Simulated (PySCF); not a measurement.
# Nitrogen: a sound run and one with changed settings

Sound run: N [He] 2s2 2p3, N⁺ [He] 2s2 2p2. All numbers are calculated (PySCF 2.14, the non-relativistic Hamiltonian (point nucleus), in aug-cc-pVDZ). In the sound run the correlated levels freeze 1s2. The sound run starts from symmetry-adapted Hartree-Fock orbitals and uses a fine grid where one is needed.

Changed run: a valence shell is frozen. This setting is unsound on purpose.

```
species   method  sound run (hartree)  changed run (hartree)  converged
      N      MP2            -54.46817              -54.41196        yes
      N  CCSD(T)            -54.48698              -54.41689        yes
     N⁺      MP2            -53.93610              -53.88653        yes
     N⁺  CCSD(T)            -53.95937              -53.88804        yes
```

Ionisation energy of N:

| method | sound run (eV) | changed run (eV) |
| --- | --- | --- |
| UHF | 13.930 | 13.930 |
| MP2 | 14.478 | 14.298 |
| SCS-MP2 | 14.260 | 14.053 |
| CCSD | 14.346 | 14.388 |
| CCSD(T) | 14.357 | 14.391 |

Freezing a valence shell removes pair correlation that changes on ionisation.

For comparison, NIST gives 14.534 eV between the lowest levels.
